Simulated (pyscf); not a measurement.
`[OH][BH][AsH2]` + `[H][H]` → `[BH2][AsH2]` + `[OH2]` (four-centre exchange; singlet surface; B–O, H–H broken, B–H, H–O formed). PySCF, gas phase, ωB97X-D3(BJ)/def2-SVP geometries. Energies in kcal/mol from the separated reactants.

```
level                   barrier  reaction energy
----------------------  -------  ---------------
ωB97X-D3(BJ)/def2-TZVP     40.5            +28.4
r²SCAN/def2-TZVP           37.7            +29.8
B3LYP-D3(BJ)/def2-TZVP     41.7            +29.1
PBE0-D3(BJ)/def2-TZVP      36.1            +28.1
M06-2X/def2-TZVP           41.7            +30.0
ωB97M-D3(BJ)/def2-TZVP     40.3            +28.8
```

The functionals in the table span 5.6 kcal/mol in this barrier, from PBE0-D3(BJ) to B3LYP-D3(BJ). On the product side the descent ends in an adduct with a B–O contact, 15.0 kcal/mol under the separated species and 27.1 kcal/mol under the saddle at ωB97X-D3(BJ)/def2-TZVP. What is counted as broken (B–O) persists as a longer contact in the product adduct; parting that adduct is a step of its own. At the saddle there is also a short B–H contact that neither side keeps. This is the saddle that the search found; another between the same sides may lie lower. Elements up to Kr have no core potential and no relativistic terms here.
